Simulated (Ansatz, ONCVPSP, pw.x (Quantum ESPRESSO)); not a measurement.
pw.x on bcc H: one setting changed

Potential: optimised norm-conserving Vanderbilt (ONCV), ONCVPSP 4.0.1, PBEsol; core none, reference 1s0.5; waves: 1s: rc 1.40 bohr, ncon 4, nbas 8, qcut 11 1/bohr, 2 projectors, debl 3.2 Ha; p scattering state at 0.36 Ha: rc 1.40 bohr, ncon 4, nbas 7, qcut 6.5 1/bohr, 2 projectors, debl 3.2 Ha; local part: polynomial inside 1.10 bohr (lpopt 3, dvloc0 2 Ha); core correction: none.

The reference run (k-mesh 18³, cutoffs 65/260 Ry, Fermi–Dirac 0.01 Ry, mixing_beta 0.4, conv_thr 1e-9, no spin) gives -1.53 GPa at 2.977 Å³/atom, where all-electron LAPW gives -2.42 GPa. This run, with its own iteration cap, changes k-mesh points per axis to 3.

```
&control
  calculation='scf', prefix='x', pseudo_dir='./', outdir='./tmp', tstress=.true., disk_io='none'
/
&system
  ibrav=0, nat=1, ntyp=1, ecutwfc=65, ecutrho=260, nbnd=7,
  occupations='smearing', smearing='fd', degauss=0.01
/
&electrons
  conv_thr=1e-09, mixing_beta=0.4, electron_maxstep=50
/
ATOMIC_SPECIES
H 1.0 H.UPF
CELL_PARAMETERS angstrom
  -0.90623246 0.90623246 0.90623246
  0.90623246 -0.90623246 0.90623246
  0.90623246 0.90623246 -0.90623246
ATOMIC_POSITIONS crystal
H 0.0000 0.0000 0.0000
K_POINTS automatic
3 3 3 0 0 0
```

```bash
pw.x < H.scf.in > H.scf.out
```

Q: How does the run end?

A: It converges in 4 iterations; the free energy moves by -708.5 meV/atom and the pressure by -29.21 GPa.

```
Message from routine setup:
     using ibrav=0 with symmetry is DISCOURAGED, use correct ibrav instead
     lattice parameter (alat)  =       2.9662  a.u.
     unit-cell volume          =      20.0898 (a.u.)^3
     number of electrons       =         1.00
     number of Kohn-Sham states=            7
     kinetic-energy cutoff     =      65.0000  Ry
     charge density cutoff     =     260.0000  Ry
     scf convergence threshold =      1.0E-09
     Exchange-correlation= PBESOL
     number of k points=     4  Fermi-Dirac smearing, width (Ry)=  0.0100
     iteration #  1     ecut=    65.00 Ry     beta= 0.40
     total energy              =      -1.12224006 Ry
     estimated scf accuracy    <       0.00190310 Ry
     iteration #  2     ecut=    65.00 Ry     beta= 0.40
     total energy              =      -1.12232890 Ry
     estimated scf accuracy    <       0.00070043 Ry
     iteration #  3     ecut=    65.00 Ry     beta= 0.40
     total energy              =      -1.12233085 Ry
     estimated scf accuracy    <          1.6E-09 Ry
     iteration #  4     ecut=    65.00 Ry     beta= 0.40
     the Fermi energy is     6.1806 ev
!    total energy              =      -1.12233086 Ry
     estimated scf accuracy    <          4.1E-10 Ry
     smearing contrib. (-TS)   =      -0.00127483 Ry
     The total energy is F=E-TS. E is the sum of the following terms:
     one-electron contribution =       0.58454675 Ry
     hartree contribution      =       0.01513883 Ry
     xc contribution           =      -0.65821103 Ry
     ewald contribution        =      -1.06253058 Ry
     convergence has been achieved in   4 iterations
          total   stress  (Ry/bohr**3)                   (kbar)     P=     -307.45
     Message from routine punch:
     Nothing written, as per user request (disk_io='none')
```

The run took about 0.8 s on one core of a shared host (Intel(R) Xeon(R) Processor @ 2.60GHz, 24 threads, 31 GiB, load 12).
